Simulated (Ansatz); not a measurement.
System: zinc-blende ZnSe. Method: PBE-D3(BJ) (PAW; Ansatz, a first-principles code).

Total energies, extrapolated to zero smearing (they compare only within this program, potentials and cutoff; free atoms with spin allowed, lowest state found):

```tsv
system	energy (eV/atom)
zinc-blende ZnSe, relaxed	-4395.0874
free Zn atom	-3317.9243
free Se atom	-5466.4580
```

Work out the cohesive energy per atom.

E_coh = [1 × (-3317.9243) + 1 × (-5466.4580)]/2 − (-4395.0874) = 2.90 eV/atom. The reference value is 2.67 eV/atom (measured, zero-point energy (9/8 kB θD) added and atomic spin-orbit splittings removed, spin-orbit-averaged atoms; as tabulated in Albrecht et al. (1997), arXiv:cond-mat/9706128), a difference of +0.23 eV/atom.

The PAW data were made under PBE.
